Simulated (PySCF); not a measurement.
## Cl: ionisation energy

Cl [Ne] 3s2 3p5 (2P) → Cl⁺ [Ne] 3s2 3p4 (3P), as a difference of total energies. Calculation: PySCF 2.14, in dyall-acv3z (19s12p6d4f, 113 functions); the spin-free X2C one-electron Hamiltonian (Gaussian nucleus). Correlated levels: valence: [Ne] frozen; valence and next inner shell: 1s2 frozen; virtual orbitals above 40 to 60 times the deepest correlated orbital energy dropped. The calculations carry no spin-orbit coupling.

| method | ionisation energy (eV) | error (eV) |
| --- | --- | --- |
| UHF | 11.746 | -1.228 |
| LDA | 13.185 | +0.211 |
| PBE | 12.955 | -0.019 |
| PBE0 | 12.937 | -0.037 |
| r2SCAN | 12.979 | +0.005 |
| HSE06 | 12.935 | -0.039 |
| PBEsol | 12.938 | -0.036 |
| BHandHLYP | 12.857 | -0.117 |
| MP2 (valence) | 12.754 | -0.220 |
| SCS-MP2 (valence) | 12.756 | -0.218 |
| MP2 (valence and next inner shell) | 12.776 | -0.198 |
| SCS-MP2 (valence and next inner shell) | 12.772 | -0.202 |

Reference: 12.974 eV (measured; NIST levels, between the centres of gravity of the two terms).

Errors of the correlated levels include the incompleteness of this basis and the frozen core.
